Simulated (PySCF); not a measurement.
Molecule: SMILES C/C=C(\C)F, C$_{4}$H$_{7}$F.

Geometry (Å), atoms numbered from 1 in this order:
```xyz
12

C     1.5446   -0.3888   -0.4690
C     0.6233    0.7639   -0.2580
C    -0.6332    0.7052    0.1500
C    -1.4902   -0.4586    0.5090
F    -1.3093    1.8834    0.2811
H     1.8856   -0.4036   -1.5036
H     1.0701   -1.3390   -0.2455
H     2.4230   -0.2795    0.1661
H     1.0395    1.7408   -0.4630
H    -2.3690   -0.4768   -0.1353
H    -1.8331   -0.3553    1.5383
H    -0.9500   -1.3924    0.4039
```

Frames of a GFN2-xTB Langevin trajectory at 300 K; GIAO PBE0/pcSseg-1 shieldings in PySCF, gas phase, non-relativistic; equivalent atoms averaged within each frame.

δ = σ(ref) − σ, references computed at the same level: $^{13}$C (σ = 186.93 ppm), $^{1}$H (σ = 31.72 ppm) against TMS; CFCl3 for $^{19}$F (σ = 170.95 ppm). The references are static minima.

**Question.** How do the shifts (ppm) fluctuate along the trajectory?

**Answer.** 
```
         time (fs)     C3     C2    C4    C1      F5    H9  H10/H11/H12  H6/H7/H8
optimised geometry  166.7  107.7  15.3  14.6   -95.2  5.30         1.97      1.71
               250  168.9  108.1  13.1   4.5   -75.2  5.97         1.59      1.01
               425  166.0  112.0  11.2  16.3  -104.7  5.40         1.36      2.17
               625  173.5  107.2  17.8  11.5   -86.3  5.23         1.87      1.62
               800  171.1  106.6  17.2  12.0   -76.2  5.36         2.50      1.90
              1000  169.4  105.0  16.1  18.2   -83.2  5.35         1.66      2.19
    mean of frames  169.7  107.8  15.1  12.5   -85.1  5.46         1.80      1.78
standard deviation    2.8    2.6   2.8   5.3    11.9  0.29         0.44      0.49
```

5 frames give an uncertainty of the mean of about the standard deviation over 2.2 at best, since frames this close in time may not be independent; classical motion lacks zero-point vibration, and the reference would need the same averaging.
